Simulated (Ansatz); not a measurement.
SiNH5 (Si(NH2)H3): methods side by side

The species is SiNH5 (7 atoms), meant as a singlet with charge 0. As SMILES, `[H][Si]([H])([H])N`. The shape is that of a GFN2-xTB optimisation.

Each level gives the vertical energy of the triplet above the singlet (eV). The values are calculated.

```csv
level,kind,program,value (eV),less FCI/STO-3G,CPU time (all runs)
HF/STO-3G,Hartree–Fock,Ansatz,9.71,-0.22,0.19 s
SVWN5/STO-3G,LDA,Ansatz,9.56,-0.37,1.9 s
r2SCAN/STO-3G,meta-GGA,Ansatz,9.47,-0.46,6.6 s
r2SCAN0/STO-3G,hybrid meta-GGA,Ansatz,9.55,-0.38,6.7 s
CAM-B3LYP/STO-3G,range-separated hybrid,Ansatz,9.69,-0.24,3.6 s
wB97M-V/STO-3G,range-separated hybrid,Ansatz,9.81,-0.12,45 s
MP2/STO-3G,perturbation theory,Ansatz,10.03,+0.10,0.22 s
CCSDT(Q)/STO-3G,coupled cluster or CI,Ansatz,9.93,0.00,1.3 s
FCI/STO-3G,exact in the basis,Ansatz,9.93,0.00,25 s
```

FCI/STO-3G is exact within its basis and frozen core, so for wave-function methods in that basis the difference is their error; functionals converge differently with the basis, so for them it is only a difference. The values span 9.47 to 10.03 eV. A triplet this far above the singlet is often a Rydberg-like or dissociative state; sets without diffuse functions put Rydberg states too high. All rows use very small basis sets, so none should be taken for the real molecule's value. In so small a basis fixed costs decide the times, and correlated methods can beat functionals. CPU times are rough (shared hosts, several kinds of processor and program).
